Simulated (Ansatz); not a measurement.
Geometry optimisation, RKS PBE0-D4/def2-SVPD (Ansatz 0.2.0).

The input (input.yaml):

```yaml
crystal:
  periodic: [false, false, false]
  atoms:
    - { symbol: B, position_ang: [0.0, 0.0, 0.0] }
    - { symbol: "N", position_ang: [0.0, 0.0, 1.9] }
    - { symbol: H, position_ang: [-0.877, -0.2713, 2.43] }
    - { symbol: H, position_ang: [0.877, 0.2713, 2.43] }
    - { symbol: H, position_ang: [1.0305, 0.0, -0.595] }
    - { symbol: H, position_ang: [-1.0305, 0.0, -0.595] }
    - { symbol: S, position_ang: [-0.2739, 2.0601, 0.6906] }
    - { symbol: H, position_ang: [-1.575, 2.4834, 0.394] }
    - { symbol: H, position_ang: [-0.1503, 1.1307, 1.7562] }
basis:
  gaussian: { orbitals: def2-SVPD }
hamiltonian:
  xc: pbe0
  dispersion: d4
relax:
  f_tol: 0.15
  max_steps: 25
  restrain:
    - { distance: [0, 6], at: 3.09, k: 30.0 }
    - { distance: [8, 1], at: 2.26, k: 30.0 }
    - { distance: [0, 1], at: 1.55, k: 30.0 }
    - { distance: [8, 6], at: 1.4, k: 30.0 }
```

Command:

```bash
$ ansatz run input.yaml --threads 4 --pin off --max-ram 5120MiB --backend cpu --events-out ev --progress --plain --runs-dir out
```

Q: Where does it end, and by what steps?

A: It converged. The restraints hold the end off the free minimum; the threshold counts their pulls, which the force column leaves out. Restrained pairs: B1–S7 (2.19 → 3.09 Å), N2–H9 (1.15 → 2.26 Å), B1–N2 (1.90 → 1.47 Å), S7–H9 (1.42 → 1.38 Å). After 9 steps the energy has fallen by 3.223 eV (the restraints' own energy left out); S7 moved furthest, 0.84 Å.

```
step  energy less start (eV)  largest force component (eV/Å)  accepted
   0                  0.0000                           5.015       yes
   1                 -0.4664                           3.214       yes
   2                 -0.9755                           3.019       yes
   3                 -1.7706                           2.239       yes
   4                 -2.8495                           1.511       yes
   5                 -3.1013                           2.149       yes
   6                 -3.1675                           2.187       yes
   7                 -3.2039                           2.380       yes
   8                 -3.1999                           2.397        no
   9                 -3.2228                           2.345       yes
```

```xyz
9
Properties=species:S:1:pos:R:3
B 0.040 -0.165 0.282
N 0.072 -0.369 1.739
H -0.748 -0.626 2.268
H 0.933 -0.405 2.266
H 1.082 0.018 -0.289
H -1.024 -0.224 -0.279
S -0.370 2.889 0.568
H -1.693 2.706 0.381
H -0.291 1.851 1.474
```

The run took 14 s on 4 threads of Arm Neoverse V1 (shared host), peak memory 0.21 GiB.
